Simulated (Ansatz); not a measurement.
System: SiH3, charge 0, doublet. SiH3 (SMILES [SiH3], doublet).
B3LYP-D3(BJ)/def2-TZVP minimum from Ansatz (an electronic-structure program):
```
Si
H 1 1.4828
H 1 1.4828 2 111.02
H 1 1.4828 2 111.02 3 124.02
```
Charge 0, spin multiplicity 2.

Hartree-Fock and CCSD correlation energies in hartree (Ansatz). Open shells are spin-unrestricted; no spin-orbit coupling. Cores are frozen in correlated methods. No relativity.

```csv
basis,X,E(HF),"E(corr, CCSD)"
cc-pV(T+d)Z,3,-290.64257,-0.14250
cc-pV(Q+d)Z,4,-290.64619,-0.14884
cc-pV(5+d)Z,5,-290.64685,withheld
```

Question: Fit E(corr) = E∞ + A/X³ to X = 3 and 4, predict X = 5, and compare with the run.

Answer: A = (-0.14250 - (-0.14884))/(1/27 - 1/64) = 0.2961; E∞ = -0.14884 - A/64 = -0.15347; at X = 5, E∞ + A/125 = -0.15110. The run gave -0.15065, 0.45 mEh above the prediction. The same form on X = 4 and 5 gives E∞ = -0.15255, 0.92 mEh above the first estimate.
